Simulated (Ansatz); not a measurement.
A made-up structure of C$_{2}$HMg, doublet:

```
4
angstrom
C 1.4658 -0.8642 2.0116
C 0.6985 -0.4329 0.9590
Mg -0.5572 0.3308 -0.7649
H -1.6071 0.9663 -2.2056
```

It is relaxed with PBE-D4/def2-SVP and then PBE0-D4/def2-TZVP (Ansatz 0.2.0). Atoms count as bonded within 1.22 times the sum of their covalent radii (H–H: 0.88 Å). The end point is not checked to be a true minimum.

Problem. Does its bonding change? (Judge from chemistry; the calculation decides.)

Solution. By the calculation: Yes. Formed: C1–Mg3; broken: none.

Where it ends: The first stage lowers the energy by 1.12 eV in 23 steps. It ends as C₂HMg ([C]1[C][MgH]1):
```
4
angstrom
C 0.9429 -0.0492 1.2843
C 0.6172 -1.1898 0.8626
Mg -0.3300 0.2621 -0.4542
H -1.2300 0.9769 -1.6927
```

Labels in which every atom is bracketed show which atoms are joined, not bond orders.

For scale, one of the runs: PBE0-D4/def2-TZVP relaxation, 100 basis functions, launched by `ansatz run in.yaml --threads 2 --pin off --events-out ev --progress --plain --max-ram 4352MiB`. Hardware: 2 CPU threads of an Arm Neoverse V2, shared host. Wall time about 9 s.
